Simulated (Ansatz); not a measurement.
Compare A (`NC=C=S`) with its isomer B (`C1=NCS1`).

Isolated molecules relaxed with PBE0-D4/def2-TZVP in Ansatz; ΔE leaves out vibrations. CCSD(T)/CBS is the MP2 limit (def2-TZVPP, def2-QZVPP) plus CCSD(T) − MP2 in def2-TZVPP, frozen cores. DFT in def2-TZVPP. B3LYP here is the variant with VWN-RPA as its local correlation; programs differ in this. Each species was taken in one conformer, which may not be the lowest.

**Question.** Which isomer does CCSD(T)/CBS put lower? Give the gap. (Estimate.)

**Answer.** Ansatz gave: B, by 6.7 kcal/mol.

**Question.** Give E(B) − E(A) in kcal/mol with B3LYP, LDA (SPW92), BLYP-D4, PBE0-D4, B3LYP-D4, B2PLYP, CCSD(T)/def2-TZVPP. (Best estimate.)

**Answer.** Computed: B3LYP -0.9, LDA (SPW92) -6.3, BLYP-D4 -0.1, PBE0-D4 -6.7, B3LYP-D4 -1.7, B2PLYP -3.4, CCSD(T)/def2-TZVPP -6.7. None reverses the order clearly.

**Question.** Does the order hold for the free energy at 298.15 K (harmonic terms from PBE0-D4)? (Best estimate.)

**Answer.** Ansatz gave: Yes: G(B) − G(A) = -5.5 kcal/mol, for one conformer each.

Largest T1 diagnostic: 0.016.

From r2SCAN to r2SCAN0 (25 % exact exchange), in def2-TZVPP and without D4, E(B) − E(A) moves by −1.7 kcal/mol. The D4 term adds −0.8 kcal/mol with B3LYP and −0.3 kcal/mol with PBE0; it sums over pairs of atoms, weighted by their polarisabilities, and B3LYP, whose exchange is more repulsive, gets the larger term.
